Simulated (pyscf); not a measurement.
PySCF, gas phase, ωB97X-D3(BJ)/def2-SVP geometries.

Task: Estimate by transition-state theory the rate constant of HGa=AsH + water (H₂O) -> HO–Ga=AsH + hydrogen (H₂) (singlet surface; Ga–H, H–O broken, Ga–O, H–H formed) at 298 K, with ωB97M-D3(BJ)/def2-TZVP energies (ideal gas, 1 atm, RRHO with modes under 100 cm⁻¹ raised to 100, one conformer, R ln 2 for chiral ones without a mode under 150 cm⁻¹; no tunnelling).

Result: The electronic barrier is 18.0 kcal/mol and the thermal terms add +8.7, so ΔG‡ = 26.7 kcal/mol. With k_BT/h = 6.21e+12 s⁻¹ and RT = 0.592 kcal/mol, and a volume of 4.06e-20 cm³ per molecule at 1 atm, k = 7.0e-27 cm³ molecule⁻¹ s⁻¹. Wigner's tunnelling factor for 1412i cm⁻¹ would be 2.93, likely too low at so high a frequency. A shift of 1 kcal/mol in the barrier changes k by a factor 5.4. On the reactant side the descent ends in an adduct with a Ga–O contact, 14.4 kcal/mol under the separated species and 32.7 kcal/mol under the saddle at ωB97X-D3(BJ)/def2-TZVP. What is counted as formed (Ga–O) is already present as a longer contact in the reactant adduct; forming that adduct is a step of its own. At the saddle there is also a short Ga–H contact that neither side keeps. The same reactants have a lower exit, to HO–GaH–AsH₂ (barrier -0.6 kcal/mol at ωB97M-D3(BJ)/def2-TZVP, against +18.0 kcal/mol here). HGa=AsH lies 12.3 kcal/mol over its isomer Ga–AsH₂ [singlet] (electronic energy, ωB97M-D3(BJ)/def2-TZVP). This is the saddle that the search found; another between the same sides may lie lower. Elements up to Kr have no core potential and no relativistic terms here.
